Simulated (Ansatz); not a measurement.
# SiH3 (doublet): wB97X-V, wB97M-V over a scan of the distance Si1–H4, 6-31G

Aim: run SiH3 (doublet) with these functionals over a scan of the distance Si1–H4, and hold them against the top wave-function level at the same points.

Method: 6-31G, all electrons in the functionals; program: Ansatz 0.2.0, Gaussian basis.

Plan: wB97X-V, wB97M-V, at 1.170 Å; 1.352 Å; 1.486 Å; 1.629 Å; 1.778 Å; 2.020 Å; 2.395 Å; 2.803 Å; 3.294 Å; 4.029 Å; 5.142 Å.

17 further runs of the same task are left out: 12 that didn't finish, 5 set aside as unsound or not needed.

### Step 1. The system

The geometry derives from a PBE0/def2-TZVP stationary point (not a proven minimum). One bond is set to the value named and the two fragments are kept rigid.

4 atoms, charge 0, spin multiplicity 2.

Atoms are counted from 1 here; the program's logs count them from 0.

Bond lengths: Si1–H2 1.486 Å, Si1–H3 1.486 Å, Si1–H4 1.486 Å. Angles: H2–Si1–H3 111.3°, H2–Si1–H4 111.3°, H3–Si1–H4 111.3°.

No dispersion term is added; wB97X-V, wB97M-V hold VV10 nonlocal correlation.

The geometry shown and the zero of energy belong to the point 1.486 Å. The yardstick, FCI, and other wave-function levels (R restricted, U unrestricted, valence and pair active spaces) come from earlier runs.

### Step 2. wB97X-V, 1.170 Å

The input, in.yaml:

```yaml
crystal:
  periodic: [false, false, false]
  atoms:
    - {symbol: Si, position_ang: [-0.004712, -0.008556, -0.040635]}
    - {symbol: H, position_ang: [1.410546, 0.006098, 0.412220]}
    - {symbol: H, position_ang: [-0.725859, 1.211524, 0.406132]}
    - {symbol: H, position_ang: [-0.553391, -0.979203, 0.313901]}
basis:
  gaussian: {orbitals: 6-31G}
magnetization: {spin_polarized: true, initial_magnetization: 1}
hamiltonian: {xc: {name: wB97X-V}}
```

Run with:

```bash
ansatz run in.yaml --threads 1 --pin off --events-out ev --progress --plain --max-ram 2393MiB
```

The runs that follow: wB97X-V, 1.352 Å; wB97X-V, 1.486 Å; wB97X-V, 1.629 Å; wB97X-V, 1.778 Å; wB97X-V, 2.020 Å; wB97X-V, 2.395 Å; wB97X-V, 2.803 Å; wB97X-V, 3.294 Å; wB97X-V, 4.029 Å; wB97X-V, 5.142 Å; wB97M-V, 1.170 Å; wB97M-V, 1.352 Å; wB97M-V, 1.486 Å; wB97M-V, 1.629 Å; wB97M-V, 1.778 Å; wB97M-V, 2.020 Å; wB97M-V, 2.395 Å; wB97M-V, 2.803 Å; wB97M-V, 3.294 Å; wB97M-V, 4.029 Å; wB97M-V, 5.142 Å.

Before running them: what should the planned runs give, taken together? Wanted: span of the FCI curve; largest miss, wB97X-V; largest miss, wB97M-V.

**Answer**, as computed:

| quantity | value |
| --- | --- |
| span of the FCI curve | 71.4 kcal/mol |
| largest miss, wB97X-V | +11.2 kcal/mol (2.803 Å) |
| largest miss, wB97M-V | +10.8 kcal/mol (2.803 Å) |

Of the functionals, wB97M-V keep the smallest largest miss at the points compared (at most 10.8 kcal/mol) and wB97X-V strays most (11.2 kcal/mol, at 2.803 Å). wB97X-V clearly breaks the spin symmetry at some points (⟨S²⟩ up to 0.31 above the pure value), so energy there is bought with a mixed spin. Functionals and the yardstick converge differently with the basis, so part of each miss in 6-31G is the basis.
